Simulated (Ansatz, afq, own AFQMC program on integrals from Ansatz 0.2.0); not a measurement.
## Where AFQMC and coupled cluster stand for BH, triplet

```json
{"atom": "B", "x (Å)": "0.0000", "y (Å)": "0.0000", "z (Å)": "0.0000"}
{"atom": "H", "x (Å)": "0.0000", "y (Å)": "0.0000", "z (Å)": "4.1510"}
```

Basis cc-pVTZ. Noble-gas cores (and the filled d shells of Ga–Kr and In–Xe) are frozen. Ansatz 0.2.0 and our own AFQMC program on the same integrals; the CISD trial comes from CCSD amplitudes, and released means the phaseless constraint is let go. Error bars are statistical, one sigma.

Determinant: UHF, the one that the program's search chose, which needn't be the lowest solution. The geometry is a point of a scan.

Full CI on the same integrals is exact in this basis and with this determinant's frozen core.

Cautions: lower spins were not checked.

```
T1 diagnostic                               : 0.0116
weight of the determinant in the CISD state : 0.932
⟨S²⟩ of the determinant                     : 2.010
size of the correlated space                : 4 electrons in 43 orbitals
```

Reference: full CI, correlation energy -1.810 eV. The released energy is read at 2.40 1/Eh (meV from the phaseless value at times in 1/Eh: -8 ± 4 at 0.24, -9 ± 4 at 0.51, -8 ± 3 at 0.99, -6 ± 3 at 1.62, -5 ± 4 at 2.40).

```
         level  E − E(reference) (mEh)  share of correlation (%)
            HF                   66.52                      0.00
           MP2                   22.38                     66.35
          CCSD                    1.74                     97.38
       CCSD(T)                    0.42                     99.37
         CCSDT                    0.00                    100.00
      CCSDT(Q)                    0.00                    100.00
 ph-AFQMC/CISD             0.18 ± 0.12                     99.73
released AFQMC            -0.02 ± 0.16                    100.02
```

CCSDT and higher add their correlation energy to the determinant of the CCSD(T) run, since their own runs factorise the integrals more tightly (a shift of under 2 meV). A walk keeps the symmetry of its determinant, which the program's search chose and which needn't be the lowest solution, so a lower state of the same spin and another symmetry isn't excluded. Released energies are given only where the last usable release times agree within the noise; a slower fall can still hide under it.
